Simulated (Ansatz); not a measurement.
# Si₂H₄O: one structure at several levels

How do the functionals fare away from a minimum? The structure is a structure displaced at random from a GFN2-xTB minimum.

Program: Ansatz 0.2.0, Gaussian basis. Level of theory: single points in def2-TZVPP. These are calculated values, not measurements.

Cores are frozen in the correlated methods.

## 1. The system as given

7 atoms, charge 0, spin multiplicity 1.

Atoms are counted from 1 here; the program's logs count them from 0.

Bond lengths: O1–Si2 1.640 Å, O1–H4 1.196 Å, Si2–Si3 2.102 Å, Si2–H5 1.521 Å, Si3–H6 1.571 Å, Si3–H7 1.365 Å. Angles: Si2–O1–H4 120.7°, O1–Si2–Si3 115.7°, O1–Si2–H5 106.7°, Si3–Si2–H5 122.5°, Si2–Si3–H6 113.1°, Si2–Si3–H7 118.8°, H6–Si3–H7 96.7°.

As a file:

```xyz
7

O    -1.3710   -0.9983   -0.7727
Si   -0.4056    0.3045   -0.5278
Si    1.1858    0.0217    0.8162
H    -2.5095   -0.9912   -0.4077
H    -1.3174    1.5207   -0.4700
H     2.3231    1.0936    0.6598
H     1.9813   -1.0778    0.6714
```

## 2. CCSD(T)/def2-TZVPP

Contents of run/in.yaml:

```yaml
crystal:
  periodic: [false, false, false]
  atoms:
    - {symbol: O, position_ang: [-1.371000, -0.998300, -0.772700]}
    - {symbol: Si, position_ang: [-0.405600, 0.304500, -0.527800]}
    - {symbol: Si, position_ang: [1.185800, 0.021700, 0.816200]}
    - {symbol: H, position_ang: [-2.509500, -0.991200, -0.407700]}
    - {symbol: H, position_ang: [-1.317400, 1.520700, -0.470000]}
    - {symbol: H, position_ang: [2.323100, 1.093600, 0.659800]}
    - {symbol: H, position_ang: [1.981300, -1.077800, 0.671400]}
basis:
  gaussian: {orbitals: def2-TZVPP}
correlation: {method: ccsd_t}
output: {forces: true}
```

No record of the launch command was kept for these runs.

## 3. PBE0-D4/def2-TZVPP

run/in.yaml, as its differences from that of step 2:

```diff
@@ -12,3 +12,3 @@
   gaussian: {orbitals: def2-TZVPP}
-correlation: {method: ccsd_t}
-output: {forces: true}
+hamiltonian: {xc: pbe0, dispersion: d4}
+output: {forces: true, orbitals: {seedname: orbitals}}
```

## 4. wB97M-V/def2-TZVPP

run/in.yaml, as its differences from that of step 3:

```diff
@@ -12,3 +12,3 @@
   gaussian: {orbitals: def2-TZVPP}
-hamiltonian: {xc: pbe0, dispersion: d4}
-output: {forces: true, orbitals: {seedname: orbitals}}
+hamiltonian: {xc: {name: wB97M-V}}
+output: {forces: true}
```

## 5. r2SCAN-D4/def2-TZVPP

run/in.yaml, as its differences from that of step 4:

```diff
@@ -12,3 +12,3 @@
   gaussian: {orbitals: def2-TZVPP}
-hamiltonian: {xc: {name: wB97M-V}}
+hamiltonian: {xc: r2scan, dispersion: d4}
 output: {forces: true}
```

## 6. PBE-D4/def2-TZVPP

run/in.yaml, as its differences from that of step 5:

```diff
@@ -12,3 +12,3 @@
   gaussian: {orbitals: def2-TZVPP}
-hamiltonian: {xc: r2scan, dispersion: d4}
+hamiltonian: {xc: pbe, dispersion: d4}
 output: {forces: true}
```

## 7. HSE06-D4/def2-TZVPP

run/in.yaml, as its differences from that of step 6:

```diff
@@ -12,3 +12,3 @@
   gaussian: {orbitals: def2-TZVPP}
-hamiltonian: {xc: pbe, dispersion: d4}
+hamiltonian: {xc: hse06, dispersion: d4}
 output: {forces: true}
```

## 8. LC-wPBE/def2-TZVPP

run/in.yaml, as its differences from that of step 7:

```diff
@@ -12,3 +12,3 @@
   gaussian: {orbitals: def2-TZVPP}
-hamiltonian: {xc: hse06, dispersion: d4}
+hamiltonian: {xc: {name: LC-wPBE}}
 output: {forces: true}
```

(Steps that only read results are left out.)

Before running it: what results should come out? Wanted: energy less free atoms, CCSD(T)/def2-TZVPP; RMS force component; RMS force error; HOMO and LUMO, PBE0-D4; T1 diagnostic.

**Answer**, as computed:

```
                                  quantity                                                                                            value
energy less free atoms, CCSD(T)/def2-TZVPP                                                                                   -1932.5 kJ/mol
                       RMS force component                                                             2.025 to 2.194 eV/Å over the methods
                           RMS force error  PBE0-D4 0.152, wB97M-V 0.153, r2SCAN-D4 0.134, PBE-D4 0.239, HSE06-D4 0.147, LC-wPBE 0.268 eV/Å
                    HOMO and LUMO, PBE0-D4                                                                               -6.18 and -2.13 eV
                             T1 diagnostic                                                                                            0.018
```

**Reading.** Against CCSD(T) the functionals' energies less atoms differ by -85.8 to -1.9 kJ/mol, PBE-D4 by -85.8 kJ/mol. The reference is not at the basis limit: in triple zeta CCSD(T) underbinds, which counts against methods that bind more; the gaps are no ranking. On forces the order runs from r2SCAN-D4 to LC-wPBE. Frozen-core CCSD(T) forces in triple zeta carry basis errors of their own, and this is one geometry, so small gaps rank nothing. The restricted Hartree–Fock reference is unstable towards an unrestricted one at one or more of these structures.
